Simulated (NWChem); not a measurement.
**CH8AlN (SMILES [CH3][AlH2-][NH3+]) at 4 levels**

Wanted: a comparison of 4 runs (HF/STO-3G, HF/3-21G, B3LYP/6-31G*) of CH8AlN. 

The calculation is run with NWChem 7.3.0.

### 1 Starting point

CH8AlN has 11 atoms, charge 0, and is taken as a singlet. SMILES: `[CH3][AlH2-][NH3+]`. Geometry: a GFN2-xTB relaxation, a rough one for these elements and not checked as a minimum.

Bond lengths: C1–Al2 2.000 Å, Al2–N3 2.076 Å, C1–H4 1.097 Å, C1–H5 1.097 Å, C1–H6 1.097 Å, Al2–H7 1.567 Å, Al2–H8 1.567 Å, N3–H9 1.016 Å, N3–H10 1.016 Å, N3–H11 1.016 Å. Some angles: C1–Al2–N3 101.6°, C1–Al2–H7 120.1°, C1–Al2–H8 120.1°, N3–Al2–H7 95.5°, N3–Al2–H8 95.3°, Al2–C1–H4 111.1°, Al2–C1–H5 114.3°, Al2–C1–H6 114.2°, Al2–N3–H9 112.3°, Al2–N3–H10 107.5°.

### 2 Energy and gradient at HF/STO-3G (run 1)

nw.nw reads:

```
start nw
memory 2200 mb
geometry noautosym nocenter noautoz
  C       -1.346560       0.964680      -0.162450
  Al      -0.405950      -0.797600      -0.264060
  N        1.513040      -0.283260       0.338020
  H       -2.397830       0.868970      -0.459310
  H       -0.931250       1.737890      -0.821330
  H       -1.370800       1.405400       0.842360
  H        0.024950      -1.380580      -1.653690
  H       -0.626530      -1.871150       0.856530
  H        1.944050       0.394950      -0.284290
  H        2.074570      -1.130030       0.325050
  H        1.522310       0.090720       1.283160
end
basis spherical bse
  * library STO-3G
end
scf
  thresh 1e-08
  maxiter 80
end
task scf gradient
```

Command:

```sh
$ nwchem nw.nw > nw.out
```

Standard output:

```text
[...]
  functions       =    27
[...]
  wavefunction    = RHF
[...]
         Total SCF energy =   -334.835935862172
      One-electron energy =   -684.794906603630
      Two-electron energy =    239.214285225743
 Nuclear repulsion energy =    110.744685515715
        Time for solution =      1.6s
[...]
                         RHF ENERGY GRADIENTS
    atom               coordinates                        gradient
                 x          y          z           x          y          z
   1 C      -2.544629   1.822981  -0.306986   -0.004780   0.017537   0.002136
   2 Al     -0.767134  -1.507245  -0.499001   -0.012747   0.008959  -0.001421
   3 N       2.859231  -0.535284   0.638765    0.038403   0.007049   0.011174
   4 H      -4.531242   1.642115  -0.867970   -0.009640   0.000762  -0.002395
   5 H      -1.759807   3.284136  -1.552089    0.000961   0.009641  -0.005845
   6 H      -2.590436   2.655821   1.591830   -0.002818   0.006667   0.008639
   7 H       0.047149  -2.608918  -3.125021    0.014614  -0.016827  -0.030282
   8 H      -1.183970  -3.535961   1.618607    0.000154  -0.027706   0.025424
   9 H       3.673722   0.746347  -0.537230   -0.008793  -0.009192   0.005792
  10 H       3.920369  -2.135447   0.614255   -0.011040   0.008844  -0.001216
  11 H       2.876749   0.171436   2.424821   -0.004314  -0.005735  -0.012005
[...]
```

It took 2.7 s on 1 thread of Intel Xeon 6975P-C (Granite Rapids), shared host; peak memory 0.094 GiB.

### 3 Energy and gradient at HF/3-21G (run 2)

mymol.nw reads:

```
START mymol
TITLE "CH8AlN gradient"
memory 2200 mb
charge 0

GEOMETRY noautosym nocenter noautoz
  C     -1.346560     0.964680    -0.162450
  Al    -0.405950    -0.797600    -0.264060
  N      1.513040    -0.283260     0.338020
  H     -2.397830     0.868970    -0.459310
  H     -0.931250     1.737890    -0.821330
  H     -1.370800     1.405400     0.842360
  H      0.024950    -1.380580    -1.653690
  H     -0.626530    -1.871150     0.856530
  H      1.944050     0.394950    -0.284290
  H      2.074570    -1.130030     0.325050
  H      1.522310     0.090720     1.283160
END

BASIS spherical bse
  * library 3-21G
END

SCF
  thresh 1e-08
  maxiter 80
END

TASK scf gradient
```

Command:

```sh
$ nwchem mymol.nw > mymol.out
```

Standard output:

```text
[...]
  functions       =    47
[...]
  wavefunction    = RHF
[...]
         Total SCF energy =   -337.060399980812
      One-electron energy =   -685.290034544641
      Two-electron energy =    237.484949048114
 Nuclear repulsion energy =    110.744685515715
        Time for solution =      1.1s
[...]
                         RHF ENERGY GRADIENTS
    atom               coordinates                        gradient
                 x          y          z           x          y          z
   1 C      -2.544629   1.822981  -0.306986    0.010368  -0.011737   0.000332
   2 Al     -0.767134  -1.507245  -0.499001   -0.011684  -0.016135  -0.005951
   3 N       2.859231  -0.535284   0.638765   -0.009076  -0.002040  -0.003196
   4 H      -4.531242   1.642115  -0.867970   -0.003400   0.001128  -0.000676
   5 H      -1.759807   3.284136  -1.552089   -0.001055   0.005814  -0.001247
   6 H      -2.590436   2.655821   1.591830   -0.002033   0.004971   0.002595
   7 H       0.047149  -2.608918  -3.125021   -0.000257   0.005488   0.015945
   8 H      -1.183970  -3.535961   1.618607    0.006735   0.010760  -0.011100
   9 H       3.673722   0.746347  -0.537230    0.004504   0.002641  -0.001600
  10 H       3.920369  -2.135447   0.614255    0.003342  -0.002310   0.000492
  11 H       2.876749   0.171436   2.424821    0.002556   0.001419   0.004406
[...]
```

Wall time 2 s (1 thread of Intel Xeon 6975P-C (Granite Rapids), shared host); peak memory 0.098 GiB.

Run 3 isn't shown in full; the table further down has it.

### 4 Energy and gradient at B3LYP/6-31G(d) (spherical functions) (run 4)

a.xyz reads:

```xyz
11

C     -1.346560     0.964680    -0.162450
Al    -0.405950    -0.797600    -0.264060
N      1.513040    -0.283260     0.338020
H     -2.397830     0.868970    -0.459310
H     -0.931250     1.737890    -0.821330
H     -1.370800     1.405400     0.842360
H      0.024950    -1.380580    -1.653690
H     -0.626530    -1.871150     0.856530
H      1.944050     0.394950    -0.284290
H      2.074570    -1.130030     0.325050
H      1.522310     0.090720     1.283160
```

run.py reads:

```python
from ase.io import read
from ase.calculators.nwchem import NWChem

molecule = read('a.xyz')

calc = NWChem(
    label='a',
    theory='dft',
    memory='2200 mb',
    basis='6-31G*',
    basispar='spherical bse',
    dft={'xc': 'b3lyp', 'mult': '1', 'grid': 'xfine', 'convergence': 'energy 1e-08', 'iterations': '100', 'mulliken': None},
)
molecule.calc = calc

forces = molecule.get_forces()
print("Total energy (eV):", round(molecule.get_potential_energy(), 6))
print("forces (eV/A):")
for s, f in zip(molecule.symbols, forces):
    print(f"{s:2s} {f[0]:10.5f} {f[1]:10.5f} {f[2]:10.5f}")
print("dipole (e A):", molecule.get_dipole_moment().round(4))
```

Command:

```sh
$ export ASE_NWCHEM_COMMAND="nwchem PREFIX.nwi > PREFIX.nwo"
$ python run.py
```

Standard output:

```text
Total energy (eV): -9255.223303
forces (eV/A):
C    -0.08114   -0.04751   -0.02818
Al    0.02885    0.67929    0.13005
N    -0.09786    0.00329   -0.01178
H    -0.10254   -0.04813   -0.03646
H     0.11015   -0.03857   -0.10608
H     0.04823   -0.08145    0.12336
H     0.01748   -0.17499   -0.58961
H    -0.24415   -0.37250    0.42439
H     0.10038    0.10315   -0.05178
H     0.15437   -0.09179    0.02283
H     0.06613    0.06921    0.12326
dipole (e A): [0.9555 0.3563 0.3207]
```

The calculator wrote a.nwi:

```
title "a"

permanent_dir a

scratch_dir a

start a

geometry units angstrom nocenter noautosym noautoz
  C  -1.3465600000000000e+00 9.6467999999999998e-01 -1.6245000000000001e-01
  Al -4.0594999999999998e-01 -7.9759999999999998e-01 -2.6406000000000002e-01
  N  1.5130399999999999e+00 -2.8326000000000001e-01 3.3801999999999999e-01
  H  -2.3978299999999999e+00 8.6897000000000002e-01 -4.5931000000000000e-01
  H  -9.3125000000000002e-01 1.7378899999999999e+00 -8.2133000000000000e-01
  H  -1.3708000000000000e+00 1.4054000000000000e+00 8.4236000000000000e-01
  H  2.4950000000000000e-02 -1.3805799999999999e+00 -1.6536900000000001e+00
  H  -6.2653000000000003e-01 -1.8711500000000001e+00 8.5653000000000001e-01
  H  1.9440500000000001e+00 3.9495000000000002e-01 -2.8428999999999999e-01
  H  2.0745700000000000e+00 -1.1300300000000001e+00 3.2505000000000001e-01
  H  1.5223100000000001e+00 9.0719999999999995e-02 1.2831600000000001e+00
end

memory 2200 mb

basis spherical bse noprint
   * library 6-31G*
end

dft
  xc b3lyp
  mult 1
  grid xfine
  convergence energy 1e-08
  iterations 100
  mulliken
end

task dft gradient
```

a.nwo:

```text
Northwest Computational Chemistry Package (NWChem) 7.3.0
             --------------------------------------------------------

           Job information
           ---------------

    nwchem branch   = 7.3.0
    use scalapack   = T
    input           = a.nwi
    prefix          = a.
    data base       = a/a.db
    status          = startup
    nproc           =        1

           Memory information
           ------------------

    heap     =     72089596 doubles =      550.0 Mbytes
    stack    =     72089601 doubles =      550.0 Mbytes
    global   =    144179200 doubles =     1100.0 Mbytes (distinct from heap & stack)
    total    =    288358397 doubles =     2200.0 Mbytes
    verify   = yes
    hardfail = no

[... 113 lines left out ...]
  convergence criterion.
[... 41 lines left out ...]
          Spatial weights used:  Erf1
[... 76 lines left out ...]
         Total DFT energy =     -340.123185746064
[... 3 lines left out ...]
 Nuclear repulsion energy =      110.744685515714
[... 506 lines left out ...]
          Convergence on gradient requested:  5.00D-04
[... 28 lines left out ...]
          total energy or number of iterations.
[... 26 lines left out ...]
                         DFT ENERGY GRADIENTS

    atom               coordinates                        gradient
                 x          y          z           x          y          z
   1 C      -2.544629   1.822981  -0.306986    0.001578   0.000924   0.000548
   2 Al     -0.767134  -1.507245  -0.499001   -0.000561  -0.013210  -0.002529
   3 N       2.859231  -0.535284   0.638765    0.001903  -0.000064   0.000229
[... 7 lines of this table left out ...]
  11 H       2.876749   0.171436   2.424821   -0.001286  -0.001346  -0.002397

                 ----------------------------------------
                 |  Time  |  1-e(secs)   |  2-e(secs)   |
                 ----------------------------------------
                 |  CPU   |       0.00   |       1.99   |
                 ----------------------------------------
                 |  WALL  |       0.00   |       1.99   |
                 ----------------------------------------

 Task  times  cpu:       26.6s     wall:       26.6s
 Total times  cpu:       26.7s     wall:       26.7s
```

Run time: 28 s. Hardware: 1 thread of Intel Xeon 6975P-C (Granite Rapids), shared host; peak memory 0.15 GiB.

### 5 All runs side by side

```
run                               level  Cartesian functions  iteration cap  energy (Eh)  dipole moment (D)  HOMO energy (eV)  LUMO energy (eV)  wall time
  1                           HF/STO-3G                   no             80  -334.835936               5.06             -7.83             13.49      2.7 s
  2                            HF/3-21G                   no             80  -337.060400               5.42            -10.11              3.84        2 s
  3  B3LYP/6-31G* (Cartesian functions)                  yes            100  -340.126621                  –                 –                 –       29 s
  4  B3LYP/6-31G* (spherical functions)                   no            100  -340.123186               5.13             -6.74              0.17       28 s
```

### 6 What came out

| quantity | value |
| --- | --- |
| run 4: total energy | -340.12319 Eh |
| run 4: dipole moment | 5.13 D |
| run 4: HOMO energy | -6.74 eV |
| run 4: LUMO energy | 0.17 eV |
| run 4: HOMO–LUMO gap | 6.91 eV |
| run 4: largest force on an atom | 0.692 eV/Å |

What this shows: Over runs 1, 2, 4 the dipole moment (its size) runs from 5.06 D (HF/STO-3G) to 5.42 D (HF/3-21G). Over runs 1, 2, 4 the HOMO–LUMO gap runs from 6.91 eV (B3LYP/6-31G*) to 21.32 eV (HF/STO-3G). The two ends differ in method and basis. In run 1 the basis is minimal, so the values are rough. All runs together took 62 s, the longest 29 s.
